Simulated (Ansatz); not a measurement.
# CH₃+ (triplet): the correlation ladder, cc-pVTZ

An exercise on one series of results from a longer session: the logs are not shown, and one member is left open.

Program: Ansatz 0.2.0, Gaussian basis. Level of theory: cc-pVTZ, core rule «outside noble gas», up to 1 orbitals frozen. These are calculated values, not measurements.

To be run: UHF; CCSD(T) on ROHF; CCSD(T) on UHF; BCCD(T) on ROHF; CCSDT(Q) on ROHF; CCSDT(Q) on UHF; CASSCF and MRCISD+Q, 6 electrons in 7 orbitals; CASSCF and NEVPT2, 6 electrons in 7 orbitals.

15 further runs of the same task are left out: 4 that didn't finish, 11 set aside as unsound or not needed.

## The system

The geometry is a PBE0/def2-TZVP stationary point (not a proven minimum).

4 atoms, charge 1, spin multiplicity 3.

Atoms are counted from 1 here; the program's logs count them from 0.

Bond lengths: C1–H2 1.170 Å, C1–H3 1.083 Å, C1–H4 1.170 Å. Angles: H2–C1–H3 144.3°, H2–C1–H4 71.5°, H3–C1–H4 144.3°.

Geometry (Å):

```xyz
4
charge 1, multiplicity 3
C     0.0000    0.0000    0.0548
H     0.0000    0.6835   -0.8953
H     0.0000    0.0000    1.1377
H     0.0000   -0.6835   -0.8953
```

The first run:

in.yaml

```yaml
crystal:
  periodic: [false, false, false]
  atoms:
    - {symbol: C, position_ang: [0.000000, 0.000000, 0.054784]}
    - {symbol: H, position_ang: [0.000000, 0.683459, -0.895251]}
    - {symbol: H, position_ang: [0.000000, 0.000000, 1.137696]}
    - {symbol: H, position_ang: [0.000000, -0.683459, -0.895251]}
basis:
  gaussian: {orbitals: cc-pVTZ}
total_charge: 1
magnetization: {spin_polarized: true, initial_magnetization: 2}
hamiltonian: {xc: hf}
output: {orbitals: {seedname: orbitals}}
```

The run is started by

```console
> ansatz run in.yaml --threads 1 --pin off --events-out ev --progress --plain --max-ram 2393MiB
```

Among the steps run: UHF; CCSD(T) on ROHF; CCSD(T) on UHF; BCCD(T) on ROHF; CCSDT(Q) on ROHF; CCSDT(Q) on UHF; CASSCF and MRCISD+Q, 6 electrons in 7 orbitals; CASSCF and NEVPT2, 6 electrons in 7 orbitals.

One of the session's tables, all rows but one given; the rest of the session is left out.

```
          method  from UCCSDT(Q) (meV)
            ROHF               +4189.0
             UHF               +3985.9
            RMP2                +662.6
            UMP2                +674.9
           RCCSD                     ?
           UCCSD                +117.4
        RCCSD(T)                 +18.8
        UCCSD(T)                 +17.4
         BCCD(T)                 +18.9
          RCCSDT                  +4.2
          UCCSDT                  +2.3
       RCCSDT(Q)                  +1.8
       UCCSDT(Q)                     0
  CASSCF valence               +2717.3
  NEVPT2 valence                +508.6
  MRCISD valence                +105.1
MRCISD+Q valence                 +16.8
```

Estimate the missing values for RCCSD.

The run gave: from UCCSDT(Q) (meV): +122.9. In the column «from UCCSDT(Q) (meV)» it lies between UCCSD (+117.4) and NEVPT2 valence (+508.6).

To keep in mind: Restricted and unrestricted rows rest on different reference determinants; where their highest levels disagree by more than a few hundredths of an eV, they describe different states and don't form one ladder.
